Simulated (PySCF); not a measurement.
Geometry (Å), atoms numbered from 1 in this order:
```xyz
18

C     2.6977    0.5654   -0.1846
O     1.4465    0.4910    0.4348
C     0.5390   -0.3023   -0.2831
C    -0.8063   -0.3031    0.4143
C    -1.3912    1.0986    0.4848
C    -1.7521   -1.2675   -0.2837
H     2.6247    1.0056   -1.1894
H     3.1625   -0.4263   -0.2772
H     3.3360    1.1986    0.4320
H     0.4269    0.0857   -1.3103
H     0.9223   -1.3324   -0.3654
H    -0.6328   -0.6598    1.4369
H    -1.5947    1.4803   -0.5213
H    -0.7011    1.7869    0.9738
H    -2.3332    1.1020    1.0385
H    -1.3524   -2.2848   -0.3014
H    -2.7198   -1.2965    0.2218
H    -1.9309   -0.9590   -1.3186
```

No solvent, one conformer, non-relativistic, fast rotation and ring inversion assumed for equivalent nuclei. Geometry from PBE0-D3(BJ)/def2-TZVP; shielding tensors at B97-2/pcSseg-2 (GIAO); PySCF.

Referencing at the same level of theory: ¹³C (σref 185.38) and ¹H (σref 31.64) against TMS; H2O for ¹⁷O (σref 327.66).

| atoms | nucleus | count | δ (ppm) |
| --- | --- | --- | --- |
| C3 | ¹³C | 1 | 85.1 |
| C4 | ¹³C | 1 | ? |
| C5/C6 | ¹³C | 2 | ? |
| C1 | ¹³C | 1 | ? |
| H12 | ¹H | 1 | 1.84 |
| H7/H8/H9 | ¹H | 3 | 3.35 |
| H13/H14/H15/H16/H17/H18 | ¹H | 6 | 0.92 |
| H10/H11 | ¹H | 2 | 3.02 |
| O2 | ¹⁷O | 1 | 25.0 |

Fill in the missing shifts.

Answers


- C1: 62.1 ppm, methyl carbon bonded to O; deshielded by the electronegative neighbour
- C4: 34.0 ppm, sp3 CH; aliphatic region, no heteroatom directly attached
- C5/C6: 21.8 ppm, methyl carbon; saturated and bonded to C and H only

Shifts are as computed. Against solution values, carbons near 30 ppm lie about +3 ppm off and those near 130 ppm about +7 ppm. Of 1211 compounds with measured shifts, 218 miss one by over three times the rms of a fit or turn the order of signals round; such compounds aren't used in these exercises. Experimental scales use liquid or dissolved standards, which lie at an offset from isolated H2O (liquid H2O: subtract about 36 ppm).
